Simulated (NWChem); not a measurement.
All runs are NWChem calculations. System: F, charge 0, spin multiplicity 2. Its SCF solution wasn't tested for a lower state. Level: UHF/def2-TZVP.

NWChem printed:

```
             Northwest Computational Chemistry Package (NWChem) 7.3.0
             --------------------------------------------------------

                                NWChem Input Module
                                -------------------

 Scaling coordinates for geometry "geometry" by  1.889725989
 (inverse scale =  0.529177249)

                             Geometry "geometry" -> ""
                             -------------------------

 Output coordinates in angstroms (scale by  1.889725989 to convert to a.u.)

  No.       Tag          Charge          X              Y              Z
 ---- ---------------- ---------- -------------- -------------- --------------
    1 F                    9.0000     0.00000000     0.00000000     0.00000000

 Effective nuclear repulsion energy (a.u.)       0.0000000000

            Nuclear Dipole moment (a.u.)
            ----------------------------
        X                 Y               Z
 ---------------- ---------------- ----------------
     0.0000000000     0.0000000000     0.0000000000

      Symmetry information
      --------------------

 Group name             D2h
 Group number             26
 Group order               8
 No. of unique centers     1

      Symmetry unique atoms

     1


 Summary of "ao basis" -> "" (spherical)
 ------------------------------------------------------------------------------
       Tag                 Description            Shells   Functions and Types
 ---------------- ------------------------------  ------  ---------------------
 *                         def2-tzvp                  on all atoms

 Summary of "ao basis" -> "ao basis" (spherical)
 ------------------------------------------------------------------------------
       Tag                 Description            Shells   Functions and Types
 ---------------- ------------------------------  ------  ---------------------
 F                         def2-tzvp                11       31   5s3p2d1f

                                 NWChem SCF Module
                                 -----------------

  ao basis        = "ao basis"
  functions       =    31
  atoms           =     1
  alpha electrons =     5
  beta  electrons =     4
  charge          =   0.00
  wavefunction    = UHF
  use symmetry    = T
  symmetry adapt  = T

 Summary of "ao basis" -> "ao basis" (spherical)
 ------------------------------------------------------------------------------
       Tag                 Description            Shells   Functions and Types
 ---------------- ------------------------------  ------  ---------------------
 F                         def2-tzvp                11       31   5s3p2d1f

      Symmetry analysis of basis
      --------------------------

        ag          9
        au          1
        b1g         2
        b1u         5
        b2g         2
        b2u         5
        b3g         2
        b3u         5

 Forming initial guess at       0.0s

   Symmetry analysis of molecular orbitals - initial alpha
   -------------------------------------------------------

  Numbering of irreducible representations:

     1 ag          2 au          3 b1g         4 b1u         5 b2g
     6 b2u         7 b3g         8 b3u

  Orbital symmetries:

     1 ag          2 ag          3 b3u         4 b1u         5 b2u
     6 ag          7 b3u         8 b2u         9 b1u        10 ag
    11 b2g        12 b1g        13 b3g        14 ag         15 b3u

   Symmetry analysis of molecular orbitals - initial beta
   ------------------------------------------------------

  Numbering of irreducible representations:

     1 ag          2 au          3 b1g         4 b1u         5 b2g
     6 b2u         7 b3g         8 b3u

  Orbital symmetries:

     1 ag          2 ag          3 b1u         4 b2u         5 b3u
     6 ag          7 b2u         8 b1u         9 b3u        10 ag
    11 b3g        12 b2g        13 b1g        14 ag         15 b1u

 Starting SCF solution at       0.0s

 ----------------------------------------------
         Quadratically convergent UHF

 Convergence threshold     :          1.000E-07
 Maximum no. of iterations :          100
 Integral*density screening:          1.000E-09
[...]
          Final beta eigenvalues
          ----------------------

              1
    1  -26.3569
    2   -1.4756
    3   -0.6787
    4   -0.6787
    5    0.0583
    6    0.6495
    7    0.6899
    8    0.6899
    9    0.7820
   10    2.2297
   11    2.2297
   12    2.2610
   13    2.2610
   14    2.2728
   15    3.5571

                    UHF Final Alpha Molecular Orbital Analysis
                    ------------------------------------------

 Vector    3  Occ=1.000000D+00  E=-8.434489D-01  Symmetry=b3u
              MO Center= -3.2D-17,  9.3D-32,  3.6D-32, r^2= 4.0D-01
   Bfn.  Coefficient  Atom+Function         Bfn.  Coefficient  Atom+Function
  ----- ------------  ---------------      ----- ------------  ---------------
     6      0.532097  1 F  px                 9      0.455469  1 F  px
    12      0.204350  1 F  px

 Vector    4  Occ=1.000000D+00  E=-7.301555D-01  Symmetry=b2u
              MO Center= -1.9D-23,  1.8D-19,  6.6D-19, r^2= 4.3D-01
   Bfn.  Coefficient  Atom+Function         Bfn.  Coefficient  Atom+Function
  ----- ------------  ---------------      ----- ------------  ---------------
     7      0.519088  1 F  py                10      0.442045  1 F  py
    13      0.240338  1 F  py

 Vector    5  Occ=1.000000D+00  E=-7.301555D-01  Symmetry=b1u
              MO Center=  2.2D-24, -4.9D-18,  1.5D-19, r^2= 4.3D-01
   Bfn.  Coefficient  Atom+Function         Bfn.  Coefficient  Atom+Function
  ----- ------------  ---------------      ----- ------------  ---------------
     8      0.519088  1 F  pz                11      0.442045  1 F  pz
    14      0.240338  1 F  pz

 Vector    6  Occ=0.000000D+00  E= 6.245080D-01  Symmetry=ag
              MO Center=  2.6D-33, -2.2D-23, -2.0D-23, r^2= 1.6D+00
   Bfn.  Coefficient  Atom+Function         Bfn.  Coefficient  Atom+Function
  ----- ------------  ---------------      ----- ------------  ---------------
     5     -2.012981  1 F  s                  4      1.860746  1 F  s

 Vector    7  Occ=0.000000D+00  E= 6.396760D-01  Symmetry=b3u
              MO Center= -1.1D-19,  6.6D-34,  5.4D-34, r^2= 1.9D+00
   Bfn.  Coefficient  Atom+Function         Bfn.  Coefficient  Atom+Function
  ----- ------------  ---------------      ----- ------------  ---------------
    12      1.254413  1 F  px                 9     -0.636440  1 F  px
     6     -0.252712  1 F  px

 Vector    8  Occ=0.000000D+00  E= 6.780665D-01  Symmetry=b2u
              MO Center= -1.7D-38,  6.1D-23, -9.4D-35, r^2= 1.9D+00
   Bfn.  Coefficient  Atom+Function         Bfn.  Coefficient  Atom+Function
  ----- ------------  ---------------      ----- ------------  ---------------
    13      1.252710  1 F  py                10     -0.662289  1 F  py
     7     -0.260108  1 F  py

                     UHF Final Beta Molecular Orbital Analysis
                     -----------------------------------------

 Vector    2  Occ=1.000000D+00  E=-1.475615D+00  Symmetry=ag
              MO Center= -4.1D-19, -9.1D-20, -7.3D-20, r^2= 3.5D-01
   Bfn.  Coefficient  Atom+Function         Bfn.  Coefficient  Atom+Function
  ----- ------------  ---------------      ----- ------------  ---------------
     4      0.532423  1 F  s                  3      0.374078  1 F  s
     2     -0.262661  1 F  s                  5      0.231806  1 F  s

 Vector    3  Occ=1.000000D+00  E=-6.786669D-01  Symmetry=b1u
              MO Center=  3.5D-37, -8.4D-36,  3.9D-19, r^2= 4.5D-01
   Bfn.  Coefficient  Atom+Function         Bfn.  Coefficient  Atom+Function
  ----- ------------  ---------------      ----- ------------  ---------------
     8      0.507652  1 F  pz                11      0.435155  1 F  pz
    14      0.264129  1 F  pz

 Vector    4  Occ=1.000000D+00  E=-6.786669D-01  Symmetry=b2u
              MO Center= -3.3D-38, -4.2D-20, -3.5D-34, r^2= 4.5D-01
   Bfn.  Coefficient  Atom+Function         Bfn.  Coefficient  Atom+Function
  ----- ------------  ---------------      ----- ------------  ---------------
     7      0.507652  1 F  py                10      0.435155  1 F  py
    13      0.264129  1 F  py

 Vector    5  Occ=0.000000D+00  E= 5.829357D-02  Symmetry=b3u
              MO Center=  3.7D-19, -2.6D-37, -2.6D-37, r^2= 7.8D-01
   Bfn.  Coefficient  Atom+Function         Bfn.  Coefficient  Atom+Function
  ----- ------------  ---------------      ----- ------------  ---------------
    12      0.536696  1 F  px                 6      0.389213  1 F  px
     9      0.308673  1 F  px

 Vector    6  Occ=0.000000D+00  E= 6.495090D-01  Symmetry=ag
              MO Center=  1.1D-34, -5.2D-36, -1.5D-35, r^2= 1.6D+00
   Bfn.  Coefficient  Atom+Function         Bfn.  Coefficient  Atom+Function
  ----- ------------  ---------------      ----- ------------  ---------------
     5     -2.020898  1 F  s                  4      1.905117  1 F  s

 Vector    7  Occ=0.000000D+00  E= 6.898609D-01  Symmetry=b2u
              MO Center= -7.7D-24, -3.7D-21, -6.8D-21, r^2= 1.9D+00
   Bfn.  Coefficient  Atom+Function         Bfn.  Coefficient  Atom+Function
  ----- ------------  ---------------      ----- ------------  ---------------
    13      1.250127  1 F  py                10     -0.678420  1 F  py
     7     -0.266229  1 F  py

 center of mass
 --------------
 x =   0.00000000 y =   0.00000000 z =   0.00000000

 moments of inertia (a.u.)
 ------------------
           0.000000000000           0.000000000000           0.000000000000
           0.000000000000           0.000000000000           0.000000000000
           0.000000000000           0.000000000000           0.000000000000

  Mulliken analysis of the total density
  --------------------------------------

    Atom       Charge   Shell Charges
 -----------   ------   -------------------------------------------------------
    1 F    9     9.00   0.77  1.20  0.63  1.03  0.36  2.17  2.03  0.80  0.00  0.00  0.00

  Mulliken analysis of the alpha density
  --------------------------------------

    Atom       Charge   Shell Charges
 -----------   ------   -------------------------------------------------------
    1 F    9     5.00   0.39  0.60  0.33  0.52  0.16  1.32  1.23  0.45  0.00  0.00  0.00

   Mulliken analysis of the beta density
   -------------------------------------

    Atom       Charge   Shell Charges
 -----------   ------   -------------------------------------------------------
    1 F    9     4.00   0.39  0.60  0.31  0.51  0.20  0.84  0.80  0.36  0.00  0.00  0.00

   Mulliken analysis of the spin density
   -------------------------------------

    Atom       Charge   Shell Charges
 -----------   ------   -------------------------------------------------------
    1 F    9     1.00   0.00 -0.00  0.02  0.02 -0.03  0.48  0.43  0.09 -0.00 -0.00  0.00

       Multipole analysis of the density wrt the origin
       ------------------------------------------------

     L   x y z        total         alpha         beta         nuclear
     -   - - -        -----         -----         ----         -------
     0   0 0 0     -0.000000     -5.000000     -4.000000      9.000000

     1   1 0 0     -0.000000     -0.000000      0.000000      0.000000
     1   0 1 0      0.000000      0.000000      0.000000      0.000000
     1   0 0 1     -0.000000     -0.000000      0.000000      0.000000

     2   2 0 0     -2.947143     -1.895786     -1.051358      0.000000
     2   1 1 0      0.000000      0.000000      0.000000      0.000000
     2   1 0 1     -0.000000     -0.000000      0.000000      0.000000
     2   0 2 0     -3.626210     -1.900725     -1.725485      0.000000
     2   0 1 1     -0.000000      0.000000     -0.000000      0.000000
     2   0 0 2     -3.626210     -1.900725     -1.725485      0.000000

 Task  times  cpu:        0.1s     wall:        0.1s

 Total times  cpu:        0.2s     wall:        0.2s
```

Task: Write an NWChem input that would produce this output.

Result: Several could match; the one computed here: 
```
start mol
memory heap 200 mb stack 900 mb global 1100 mb
geometry units angstroms nocenter noautoz
  F      0.000000     0.000000     0.000000
  symmetry group D2h
end
basis spherical
  * library def2-tzvp
end
scf
  uhf
  nopen 1
  maxiter 100
  thresh 1e-7
  semidirect memsize 60000000 filesize 0
  # guess.movecs holds the orbitals of an unrestricted PBE0 run
  vectors input guess.movecs output mol.movecs
end
task scf energy
```
